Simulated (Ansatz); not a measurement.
This Ansatz (an electronic-structure program) input (CCSD(T)/6-31G*) gives -151.15077 Eh with 34 basis functions.

Ansatz 0.2 input:
```yaml
crystal:
  periodic: [false, false, false]
  atoms:
    - {symbol: O, position_ang: [0.01545466, 0.72381182, -0.07020381]}
    - {symbol: O, position_ang: [-0.01124373, -0.72607760, -0.04190313]}
    - {symbol: H, position_ang: [0.80569804, 0.89668240, 0.46138431]}
    - {symbol: H, position_ang: [-0.83938551, -0.87855617, 0.43547118]}
basis:
  gaussian:
    orbitals: 6-31G*
magnetization: {spin_polarized: false}
correlation: {method: ccsd_t, electrons: outside_noble_gas}
```

Change:
```diff
- orbitals: 6-31G*
+ orbitals: def2-SVPD
```

Question: What does the run give now?

Answer: -151.09538 Eh (CCSD(T)/def2-SVPD, 62 functions), a change of +55.39 mEh.
